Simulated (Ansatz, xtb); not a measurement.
Relative energy of two isomers of CH5AlS

Structure X is `C[S][AlH2]`, a singlet and structure Y is `[CH3][AlH][SH]`, a singlet. Both are isolated molecules in the gas phase, relaxed with B3LYP-D3(BJ)/def2-SVP; the shapes shown needn't be the lowest conformers.

X (Å):

| atom | x (Å) | y (Å) | z (Å) |
| --- | --- | --- | --- |
| C | 0.9597 | -1.0716 | -0.7948 |
| Al | -1.2064 | 0.4119 | 0.9805 |
| S | -0.8773 | -1.0218 | -0.6294 |
| H | 0.0568 | 1.0883 | 1.6545 |
| H | 1.4553 | -0.3975 | -0.0825 |
| H | 1.3008 | -2.1005 | -0.6161 |
| H | 1.2277 | -0.7761 | -1.8184 |
| H | -2.7085 | 0.6908 | 1.3801 |

Y (Å):

```json
{"atom": "C", "x (Å)": "0.7577", "y (Å)": "0.5337", "z (Å)": "-1.1816"}
{"atom": "Al", "x (Å)": "-0.3347", "y (Å)": "-0.6831", "z (Å)": "-0.1097"}
{"atom": "S", "x (Å)": "-1.8148", "y (Å)": "0.0610", "z (Å)": "1.3351"}
{"atom": "H", "x (Å)": "0.5846", "y (Å)": "0.3609", "z (Å)": "-2.2585"}
{"atom": "H", "x (Å)": "-0.2419", "y (Å)": "-2.2594", "z (Å)": "-0.1968"}
{"atom": "H", "x (Å)": "0.5603", "y (Å)": "1.5977", "z (Å)": "-0.9750"}
{"atom": "H", "x (Å)": "1.8317", "y (Å)": "0.3480", "z (Å)": "-1.0040"}
{"atom": "H", "x (Å)": "-1.5739", "y (Å)": "1.3722", "z (Å)": "1.0968"}
```

**Question.** Estimate which is lower in electronic energy at CCSD(T)/def2-TZVP, and by roughly how much.

**Answer.** The CCSD(T)/def2-TZVP calculation puts structure Y lower, by 15.2 kcal/mol.

The same difference at several levels:

```json
{"level": "GFN2-xTB", "geometry": "GFN2-xTB", "E(Y) − E(X) (kcal/mol)": "+0.9", "departure from the last row (kcal/mol)": "+16.1", "job, with rough time for the two": "optimisation, 0.28 s"}
{"level": "HF/STO-3G", "geometry": "GFN2-xTB", "E(Y) − E(X) (kcal/mol)": "−14.3", "departure from the last row (kcal/mol)": "+0.8", "job, with rough time for the two": "single point, 0.28 s"}
{"level": "r2SCAN-D4/def2-SVP", "geometry": "GFN2-xTB", "E(Y) − E(X) (kcal/mol)": "−17.0", "departure from the last row (kcal/mol)": "−1.9", "job, with rough time for the two": "single point, 4.6 s"}
{"level": "B3LYP-D3(BJ)/def2-SVP", "geometry": "B3LYP-D3(BJ)/def2-SVP", "E(Y) − E(X) (kcal/mol)": "−14.8", "departure from the last row (kcal/mol)": "+0.4", "job, with rough time for the two": "optimisation, 2 min"}
{"level": "HF/def2-TZVP", "geometry": "B3LYP-D3(BJ)/def2-SVP", "E(Y) − E(X) (kcal/mol)": "−14.5", "departure from the last row (kcal/mol)": "+0.7", "job, with rough time for the two": "part of the CCSD(T) run"}
{"level": "MP2/def2-TZVP", "geometry": "B3LYP-D3(BJ)/def2-SVP", "E(Y) − E(X) (kcal/mol)": "−15.5", "departure from the last row (kcal/mol)": "−0.3", "job, with rough time for the two": "part of the CCSD(T) run"}
{"level": "CCSD(T)/def2-TZVP", "geometry": "B3LYP-D3(BJ)/def2-SVP", "E(Y) − E(X) (kcal/mol)": "−15.2", "departure from the last row (kcal/mol)": "", "job, with rough time for the two": "single point, 31 s"}
```

As drawn, Y has 1 C–Al, 1 S–H in place of 1 C–S, 1 Al–H.

GFN2-xTB puts the two in the other order. The largest departure from CCSD(T)/def2-TZVP is that of GFN2-xTB, 16.1 kcal/mol.

With harmonic frequencies from B3LYP-D3(BJ)/def2-SVP (ideal gas, rigid rotor, one conformer each, 298.15 K, 1 atm): on the last row, ΔE + ΔZPE = −15.7, ΔH = −15.5, ΔG = −16.1 kcal/mol.

The correlated steps freeze 11 core orbitals. Codes used: Ansatz 0.2.0, xtb 6.7.1; the last row on 1 thread of Arm Neoverse V1 on a shared host.
